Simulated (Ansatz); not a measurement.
Atomization energy of C3H6, singlet, from cheap to dear

Geometry (MP2(full)/6-31G*, from the G2/97 set):

| atom | x (Å) | y (Å) | z (Å) |
| --- | --- | --- | --- |
| C | 1.2698 | 0.1166 | 0.0000 |
| C | -0.0215 | 0.4621 | 0.0000 |
| H | 1.5797 | -0.9245 | 0.0000 |
| H | 2.0593 | 0.8603 | 0.0000 |
| H | -0.2847 | 1.5190 | 0.0000 |
| C | -1.1612 | -0.5094 | 0.0000 |
| H | -0.7983 | -1.5404 | 0.0000 |
| H | -1.7970 | -0.3699 | 0.8804 |
| H | -1.7970 | -0.3699 | -0.8804 |

Measured, as an electronic atomization energy: 3600.2 kJ/mol (G2/97 heats of formation of molecule and atoms, with zero-point and thermal terms from B3LYP taken off; Curtiss et al., J. Chem. Phys. 106, 1063 (1997), Staroverov et al., J. Chem. Phys. 119, 12129 (2003)). The measured value holds scalar relativity and spin–orbit coupling, which all computed ones lack, and core correlation, which the wave-function levels lack. Atoms are taken at the same level; beside RHF, RMP2 and RCC rows they are unrestricted. Truncated CI is not size-consistent. Ansatz 0.2.0; the 6-31G* set has Cartesian d functions; a miss is computed less measured; times are wall times on shared hosts and scatter by a factor of two or so.

| level | basis | miss (kJ/mol) | time of the run | hardware |
| --- | --- | --- | --- | --- |
| RMP2 | STO-3G | 94.4 | – | – |
| RCCSD(T) | STO-3G | 156.0 | 0.27 s | 1 CPU thread |
| RCCSDT(Q) | STO-3G | 157.9 | 1.3 s | 1 CPU thread |
| PBE | STO-3G | 757.2 | 0.74 s | 1 CPU thread |
| B2PLYP | STO-3G | 450.3 | 1.1 s | 1 CPU thread |
| UHF | 6-31G | -962.2 | – | – |
| RCCSD(T) | 6-31G | -424.9 | 0.58 s | 1 CPU thread |
| RCCSDT(Q) | 6-31G | -423.3 | 12 s | 1 CPU thread |
| PBE | 6-31G | 30.4 | 1 s | 1 CPU thread |
| r2SCAN | 6-31G | -44.8 | 1.9 s | 1 CPU thread |
| B3LYP | 6-31G | -56.5 | 1.2 s | 1 CPU thread |
| wB97M-V | 6-31G | -15.5 | 4.6 s | 1 CPU thread |
| RHF | 6-31G* | -873.1 | – | – |
| RMP2 | 6-31G* | -273.1 | – | – |
| RCCSD(T) | 6-31G* | -291.4 | 1 s | 1 CPU thread |
| RCCSDT(Q) | 6-31G* | -289.9 | 15 s | H100 + 2 CPU threads |
| PBE | 6-31G* | 63.4 | 0.92 s | 1 CPU thread |
| B3LYP | 6-31G* | -11.1 | 0.94 s | 1 CPU thread |
| wB97M-V | 6-31G* | 32.8 | 3.1 s | 1 CPU thread |
| B2PLYP | 6-31G* | -95.9 | 1.3 s | 1 CPU thread |
| RCCSD(T) | cc-pVDZ | -239.1 | 1.6 s | 1 CPU thread |
| RCCSDT(Q) | cc-pVDZ | -237.1 | 18 s | H100 + 2 CPU threads |
| PBE | cc-pVDZ | 14.3 | 1.2 s | 1 CPU thread |
| r2SCAN | cc-pVDZ | -42.2 | 1.9 s | 1 CPU thread |
| B3LYP | cc-pVDZ | -61.4 | 1.3 s | 1 CPU thread |
| wB97M-V | cc-pVDZ | -16.9 | 3.8 s | 1 CPU thread |
| B2PLYP | cc-pVDZ | -112.6 | 1.6 s | 1 CPU thread |
| RHF | cc-pVTZ | -863.5 | 6.5 s | 1 CPU thread |
| RMP2 | cc-pVTZ | -52.0 | – | – |
| RCCSD(T) | cc-pVTZ | -78.6 | 12 s (with forces) | H100 + 2 CPU threads |
| r2SCAN | cc-pVTZ | 3.4 | 8 s (with forces) | H100 + 2 CPU threads |
| wB97M-V | cc-pVTZ | 4.0 | 9 s (with forces) | H100 + 2 CPU threads |
| B2PLYP | cc-pVTZ | -26.3 | 7 s | H100 + 2 CPU threads |
| RMP2 | cc-pVQZ | -5.9 | – | – |
| RCCSD(T) | cc-pVQZ | -35.4 | 16 s | H100 + 2 CPU threads |
| PBE | cc-pVQZ | 59.7 | 7 s | H100 + 2 CPU threads |
| r2SCAN | cc-pVQZ | 5.3 | 6.5 s | H100 + 2 CPU threads |
| B3LYP | cc-pVQZ | -3.7 | 8 s | H100 + 2 CPU threads |
| wB97M-V | cc-pVQZ | 5.4 | 9.5 s | H100 + 2 CPU threads |
| B2PLYP | cc-pVQZ | -9.9 | 7 s | H100 + 2 CPU threads |

HF's time is that of a plain UHF run. A dash: the level came out of a higher level's run.

A composite of the best parts (restricted reference, at this geometry, which isn't the minimum of the high levels):

| part | kJ/mol |
| --- | --- |
| Hartree–Fock limit (T, Q; exp(−5.46 √X)) | 2742.39 |
| CCSD(T) correlation limit (T, Q; X⁻³) | 852.14 |
| CCSDT − CCSD(T) (DZ) | -0.33 |
| (Q) (DZ) | 2.27 |
| sum | 3596.5 |
| sum less measured | -3.7 |
